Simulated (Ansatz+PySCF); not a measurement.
Two shapes of singlet CH3F.

Shape 1:

```xyz
5

C     0.0000    0.0000   -0.6187
F     0.0000    0.0000    1.4264
H     0.0000   -1.0360   -0.9966
H    -0.8972    0.5180   -0.9966
H     0.8972    0.5180   -0.9966
```

Shape 2:

```xyz
5

C     0.0000    0.0000   -0.6187
F     0.0000    0.0000    3.4716
H     0.0000   -1.0360   -0.9966
H    -0.8972    0.5180   -0.9966
H     0.8972    0.5180   -0.9966
```

Basis set: cc-pVDZ (spherical functions). Frozen core: 2 orbitals. Charge 0, multiplicity 1.

Computed with Ansatz (development build ahead of 0.2.0); each method stands on the lowest determinant of its kind that the runs found.

Problem. Which shape is lower in energy, and by how much in each method?

Solution.

```csv
method,E(2) − E(1) (eV)
UHF,0.422
UHF-CCSD(T),1.959
PBE (restricted),3.618
PBE0 (restricted),4.318
ωB97X (restricted),5.201
```

Shape 1 is lower. Caution for UHF, UHF-CCSD(T): the unrestricted determinant is a mixture of spin states. Caution for UHF-CCSD(T): bonds are stretched, where a single reference can fail; a plain start can end on a higher determinant; another reference gives a lower total. Caution for PBE (restricted), PBE0 (restricted), ωB97X (restricted): charge can spread falsely over distant fragments; an unrestricted determinant lies well below.
